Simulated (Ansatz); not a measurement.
Body-centred tetragonal In, treated with revPBE (Ansatz, a quantum-chemistry and plane-wave program, plane waves, PAW).

Numerical settings: plane-wave cutoff 520 eV, 24×24×24 k mesh, Fermi–Dirac smearing 0.05 eV, scalar-relativistic PAW data made under PBE.

The volume scan:

| V (Å³/atom) | E − E_lowest (meV/atom) | P (GPa) |
|---|---|---|
| 27.244 | 4.94 | 1.445 |
| 27.812 | 1.20 | 0.682 |
| 28.379 | 0.00 | 0.009 |
| 28.947 | 1.04 | -0.585 |
| 29.514 | 4.05 | -1.103 |

### Question
What bulk modulus B0 and pressure derivative B′ does a third-order Birch–Murnaghan fit give?

### Answer
V0 = 28.387 Å³/atom, B0 = 31.5 GPa, B′ = 5.4 (fit to the energies at full precision).

Shape and atoms are relaxed at each volume.

Measured, for comparison: bulk modulus 44.7 GPa (copied from a table, unchecked, extrapolated to 0 K and zero-point effects removed; as tabulated in Lejaeghere et al. (2013), arXiv:1204.2733). Computed (rounded) less measured: bulk modulus not scored (unchecked).

Note: the bulk modulus comes from volumes at which shape and atoms were relaxed.

Spin–orbit coupling is not included.

Static lattice: no zero-point or thermal effects.

Cost on a shared machine: about 11 core-minutes (a rough figure).
